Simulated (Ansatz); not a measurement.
Basis-set extrapolation for C₄H₈N₂ (`C=C(N)C(=C)N`) (PBE0-D4/def2-TZVP geometry, frozen core, Ansatz). Multiplicity 1, RHF reference.

|  | def2-TZVPP | def2-QZVPP |
| --- | --- | --- |
| HF | -265.092481 | -265.104672 |
| MP2 correlation | -1.073049 | -1.144756 |
| CCSD(T) correlation | -1.161367 | not run |

Energies in hartree. Use E(X) = E(∞) + A·exp(−7.88·√X) for Hartree–Fock and E(X) = E(∞) + B·X^(−2.97) for correlation, with X = 3 and 4, and add CCSD(T) minus MP2 of the smaller set to the MP2 limit.

Problem. What is the CCSD(T) energy at the basis-set limit?

Solution. HF limit: -265.104672 + (-0.012191) × 0.13774 = -265.10635. MP2 limit: -1.144756 + (-0.071707) × 0.74074 = -1.19787. Higher-order term: -1.161367 − (-1.073049) = -0.08832. Total: -266.39254 hartree, 3.77 eV below CCSD(T)/def2-TZVPP.
